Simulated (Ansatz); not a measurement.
**Ir, fcc: how the functional moves the structure**

All rows: Ansatz, plane waves with scalar-relativistic PAW, 420 eV (500 eV for the SCAN forms), relaxed under each functional, no dispersion correction, no zero-point motion. B₀ comes from uniform scaling at fixed shape; a dash is a value not given.

The measured cell (COD entry 9008470) has a = 3.839 Å, 14.15 Å³/atom.

```tsv
functional	V (Å³/atom)	cell	B₀ (GPa)	magnetic state
PBE	14.51	a = 3.871 Å	348	non-magnetic
r²SCAN	14.21	a = 3.845 Å	377	non-magnetic
PBEsol	14.06	a = 3.831 Å	387	non-magnetic
LDA	13.84	a = 3.812 Å	405	non-magnetic
RPBE	14.68	a = 3.887 Å	332	non-magnetic
BLYP	15.26	a = 3.938 Å	293	spin not included
```

**Question.** What does revPBE give?

**Answer.** V (Å³/atom): 14.63; cell: a = 3.883 Å; B₀ (GPa): 336; magnetic state: non-magnetic.

**Question.** Which functional comes closest to the measured volume?

**Answer.** r²SCAN, off by 0.5 %. The measured value holds thermal expansion and zero-point motion, which the calculations lack.
